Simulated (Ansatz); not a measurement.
Species: OCl, net charge 0, doublet state. SMILES: [O]Cl
Geometry from a B3LYP-D3(BJ)/def2-TZVP (Ansatz, an electronic-structure program) optimisation:
```xyz
2

Cl     0.0000     0.0000    -0.5055
O      0.0000     0.0000     1.0742
```
Charge 0, spin multiplicity 2.

Wanted: vertical ionisation energy (to the triplet state of charge +1; each state is the SCF solution reached for its spin; for the triplet T1 is 0.062), in eV. Correlated levels leave the core frozen unless marked. UHF or UKS for open shells. No spin-orbit coupling. Non-relativistic. CBS marks a two-point X^-3 extrapolation of the correlation energy; Hartree-Fock from the larger set.

| level | program | vertical ionisation energy (eV) |
|---|---|---|
| wB97M-V/def2-TZVPD | Ansatz | 11.07 |
| CCSD/def2-SVPD | Ansatz | (withheld) |
| CCSD/aug-cc-pV(T+d)Z | Ansatz | (withheld) |
| CCSD/aug-cc-pV(Q+d)Z | Ansatz | 11.07 |
| CCSD(T)/CBS(aug-cc-pV(T+d)Z,aug-cc-pV(Q+d)Z) | Ansatz | 11.08 |

What belongs in the gaps?


- CCSD/def2-SVPD, vertical ionisation energy (eV): 10.88
- CCSD/aug-cc-pV(T+d)Z, vertical ionisation energy (eV): 10.97
